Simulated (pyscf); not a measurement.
One four-centre exchange on the singlet surface with elements of a group swapped. ωB97M-D3(BJ)/def2-TZVP, kJ/mol, from the separated reactants. Structures and frequencies: ωB97X-D3(BJ)/def2-SVP in PySCF.

```json
[
 {"step": "`[SiH3][SeH]` + `[H][H]` → `[SeH2]` + `[SiH4]`", "barrier": "238.0", "reaction energy": "+33.4", "imaginary mode (i cm⁻¹)": "1380"},
 {"step": "`[SH][GeH3]` + `[H][H]` → `[SH2]` + `[GeH4]`", "barrier": "…", "reaction energy": "…", "imaginary mode (i cm⁻¹)": "1605"},
 {"step": "`[GeH3][SeH]` + `[H][H]` -> `[SeH2]` + `[GeH4]`", "barrier": "252.4", "reaction energy": "+29.5", "imaginary mode (i cm⁻¹)": "1528"},
 {"step": "`[SiH3][SH]` + `[H][H]` -> `[SH2]` + `[SiH4]`", "barrier": "239.7", "reaction energy": "+30.8", "imaginary mode (i cm⁻¹)": "1481"},
 {"step": "`[GeH3][TeH]` + `[H][H]` → `[TeH2]` + `[GeH4]`", "barrier": "260.6", "reaction energy": "+35.4", "imaginary mode (i cm⁻¹)": "1470"},
 {"step": "`[SH][SnH3]` + `[H][H]` → `[SnH4]` + `[SH2]`", "barrier": "213.5", "reaction energy": "+32.4", "imaginary mode (i cm⁻¹)": "1553"}
]
```

### Question
What belongs in the gaps?

### Answer

- `[SH][GeH3]` + `[H][H]` → `[SH2]` + `[GeH4]`, barrier: 248.7
- `[SH][GeH3]` + `[H][H]` → `[SH2]` + `[GeH4]`, reaction energy: +18.3

Each row is the saddle that its search found. Elements up to Kr have no core potential and no relativistic terms here. Elements past Kr carry the def2 core potentials, without spin-orbit coupling.
